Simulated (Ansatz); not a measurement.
Calculation: PBE-D3(BJ)/def2-TZVP (Ansatz, an electronic-structure program). No frequencies were computed at this level.

Ansatz 0.2 input:
```yaml
crystal:
  periodic: [false, false, false]
  atoms:
    - { symbol: C, position_ang: [2.258247, 0.043655, 0.474588] }
    - { symbol: C, position_ang: [1.1017, -0.259891, 0.51385] }
    - { symbol: C, position_ang: [-0.306109, -0.602374, 0.549208] }
    - { symbol: C, position_ang: [-1.15902, 0.49861, -0.0818] }
    - { symbol: H, position_ang: [3.273454, 0.304914, 0.441832] }
    - { symbol: H, position_ang: [-0.453824, -1.543341, 0.010584] }
    - { symbol: H, position_ang: [-0.605868, -0.755725, 1.590359] }
    - { symbol: H, position_ang: [-1.024328, 1.436361, 0.452888] }
    - { symbol: H, position_ang: [-0.872739, 0.652316, -1.119981] }
    - { symbol: H, position_ang: [-2.211504, 0.22548, -0.047084] }
basis:
  gaussian: { orbitals: def2-tzvp }
hamiltonian:
  xc: pbe
  dispersion: d3bj
relax:
  max_steps: 150
```

Output:

```
Functional definition: PBE
984 factors; their error is unknown
mean field evaluation 1: about -4226.1255 eV, gradient 7.4e1 eV
mean field evaluation 2: about -4208.9654 eV, gradient 1.1e2 eV
mean field evaluation 4: about -4238.8611 eV, gradient 1.8e1 eV
mean field evaluation 8: about -4239.6372 eV, gradient 2.1e-1 eV
mean field evaluation 16: about -4239.6032 eV, gradient 3.0e-4 eV
mean field -4239.60322920 eV, -155.8025449668 hartree, gradient 3.1e-5 eV, S^2 0.000000; 0 other end points of the search recorded, 0 dependent functions left out
reference -4239.60326919 eV, -155.8025464363 hartree; 15, 15 occupied and 145, 145 virtual orbitals, 984 factors
relax step   1: F+E_penalty+E_count = -4239.76924499 eV  Δ(F+E_penalty+E_count) = +0.000e0 eV  max|allowed force component| = 1.175e0 eV/Å  Δτ_max = 0.0000 Å  (30 SCF iters, accepted)
these checks for a lower state are left out or cut short: starts, cluster_reference, orbital_swaps, neighbouring_geometries, increment
984 factors; their error is unknown
mean field -4239.64070399 eV, -155.8039221400 hartree, gradient 2.5e-5 eV, S^2 0.000000; 0 other end points of the search recorded, 0 dependent functions left out
reference -4239.64074419 eV, -155.8039236174 hartree; 15, 15 occupied and 145, 145 virtual orbitals, 984 factors
relax step   2: F+E_penalty+E_count = -4239.80524184 eV  Δ(F+E_penalty+E_count) = -3.600e-2 eV  max|allowed force component| = 1.981e-1 eV/Å  Δτ_max = 0.0499 Å  (32 SCF iters, accepted)
these checks for a lower state are left out or cut short: starts, cluster_reference, orbital_swaps, neighbouring_geometries, increment
984 factors; their error is unknown
mean field evaluation 32: about -4239.6428 eV, gradient 2.5e-5 eV
mean field -4239.64281503 eV, -155.8039997191 hartree, gradient 2.5e-5 eV, S^2 0.000000; 0 other end points of the search recorded, 0 dependent functions left out
reference -4239.64285529 eV, -155.8040011989 hartree; 15, 15 occupied and 145, 145 virtual orbitals, 984 factors
relax step   3: F+E_penalty+E_count = -4239.80701713 eV  Δ(F+E_penalty+E_count) = -1.775e-3 eV  max|allowed force component| = 1.593e-2 eV/Å  Δτ_max = 0.0117 Å  (34 SCF iters, accepted)
these checks for a lower state are left out or cut short: starts, cluster_reference, orbital_swaps, neighbouring_geometries, increment
984 factors; their error is unknown
mean field -4239.64284236 eV, -155.8040007237 hartree, gradient 2.5e-5 eV, S^2 0.000000; 0 other end points of the search recorded, 0 dependent functions left out
reference -4239.64288263 eV, -155.8040022036 hartree; 15, 15 occupied and 145, 145 virtual orbitals, 984 factors
relax step   4: F+E_penalty+E_count = -4239.80702596 eV  Δ(F+E_penalty+E_count) = -8.833e-6 eV  max|allowed force component| = 4.264e-3 eV/Å  Δτ_max = 0.0009 Å  (34 SCF iters, accepted)
984 factors; their error is unknown
mean field evaluation 64: about -4239.6428 eV, gradient 1.4e-4 eV
mean field -4239.64284236 eV, -155.8040007237 hartree, gradient 2.5e-5 eV, S^2 0.000000; 1 other end points of the search recorded, 0 dependent functions left out
reference -4239.64288263 eV, -155.8040022036 hartree; 15, 15 occupied and 145, 145 virtual orbitals, 984 factors
Total energy: -4239.80706623 eV, -155.8100358397 hartree
Atom 0 at     2.294633     0.034482     0.482643 Å, force    -0.002244     0.003145    -0.003222 eV/Å
Atom 1 at     1.120108    -0.262332     0.516972 Å, force     0.000834    -0.001785     0.002256 eV/Å
Atom 2 at    -0.299338    -0.589707     0.543514 Å, force    -0.001114     0.004264    -0.002582 eV/Å
Atom 3 at    -1.179681     0.502286    -0.085631 Å, force     0.003465    -0.002845     0.001754 eV/Å
Atom 4 at     3.333090     0.291949     0.454072 Å, force    -0.000047    -0.002029     0.001523 eV/Å
Atom 5 at    -0.457274    -1.545986     0.016958 Å, force    -0.000072    -0.000368     0.000300 eV/Å
Atom 6 at    -0.608493    -0.762710     1.588103 Å, force    -0.000103    -0.000485     0.000087 eV/Å
Atom 7 at    -1.058406     1.454817     0.447259 Å, force    -0.000654    -0.000133    -0.000514 eV/Å
Atom 8 at    -0.905906     0.665247    -1.136576 Å, force    -0.000740     0.000273     0.000308 eV/Å
Atom 9 at    -2.238725     0.211959    -0.042871 Å, force     0.000675    -0.000038     0.000093 eV/Å
Dipole moment:    -0.177390    -0.023328    -0.005517 e Å
```

Cost: very roughly 20 core-seconds.
